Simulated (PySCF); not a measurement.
**Calculated properties of `C(C#C)(C=C)=S`**

Species: C5H4S.
Bonds: C1–C2 (triple), C2–C3, C3–S4 (double), C3–C5, C5–C6 (double). Hydrogens: H7 on C1; H8 on C5; H9, H10 on C6.

Some functional groups and rings: alkyne, C=C double bond and thiocarbonyl.

**PBE0-D3(BJ)/def2-SVP geometry optimisation, gas phase (PySCF)**

- Point group: Cs
- Rotational constants A, B, C: 3.619, 2.664, 1.534 GHz

CAM-B3LYP/def2-SVPD ground state, ΔSCF and vertical TDDFT (core frozen in the response) (PySCF):

- Dipole moment: 3.02 D
- HOMO energy: -8.05 eV
- LUMO energy: -2.16 eV
- HOMO–LUMO gap: 5.89 eV
- Lowest singlet excitation: 1.99 eV (623 nm, f = 0.000)
- Strongest line among the 10 lowest singlet transitions: S3 at 4.37 eV (284 nm, f = 0.319)
- Lowest triplet excitation (Tamm–Dancoff): 1.54 eV
- Static isotropic polarisability: 87.4 au
- Vertical ionisation energy: 8.63 eV
- Vertical electron affinity: 1.49 eV
- Electronic spatial extent ⟨r²⟩ about the centre of nuclear charge: 743 bohr²

PBE0/pcSseg-1 ground state and GIAO shieldings, non-relativistic (PySCF):

- Lowest Hirshfeld atomic charge: -0.10 e on S4
- Highest Hirshfeld atomic charge: +0.11 e on H7
- 13C chemical shifts (computed TMS as zero) by class: 226.8 (C3), 155.2 (C5), 134.7 (C6), 96.7 (C1), 86.0 (C2) ppm
- 1H chemical shifts (computed TMS as zero) by class: 7.01 (H8), 6.62 (H9), 6.30 (H10), 4.12 (H7) ppm
- Isotropic shieldings of nuclei other than C and H, by class: -763 (S4) ppm
- Mayer bond orders between heavy atoms: C1–C2 2.33, C2–C3 0.91, C3–S4 1.84, C3–C5 1.10, C5–C6 1.86

Monoisotopic mass from the formula: 96.0034 u.

1 of the 10 computed singlets lies in the visible range (750 to 380 nm, 1.65 to 3.26 eV), with an oscillator strength of 0.000. The ΔSCF ionisation energy exceeds −ε(HOMO) by 0.58 eV with CAM-B3LYP. The vertical singlet–triplet gap S1 − T1 is 0.45 eV (TDDFT singlet less Tamm–Dancoff triplet; S1: HOMO→LUMO, weight 0.98; T1: HOMO→LUMO, weight 0.97). S1 lies 3.90 eV below the HOMO–LUMO gap; its leading configuration is HOMO→LUMO, weight 0.98. The largest Löwdin shares of the HOMO are 0.77 on S4, 0.11 on C3 and 0.05 on C2. In atomic units the dipole is 1.19 e·bohr (1 au = 2.5417 D). From the two ΔSCF values, the fundamental gap I − A is 7.14 eV and the Mulliken electronegativity (I + A)/2 is 5.06 eV. The rotational constants make it an asymmetric top with κ = (2B − A − C)/(A − C) = 0.08, midway between the prolate (−1) and oblate (+1) limits.

The values belong to the conformer `[CH:1]#[C:2][C:3](=[S:4])[CH:5]=[CH2:6]`: C2–C3–C5–C6 0°.
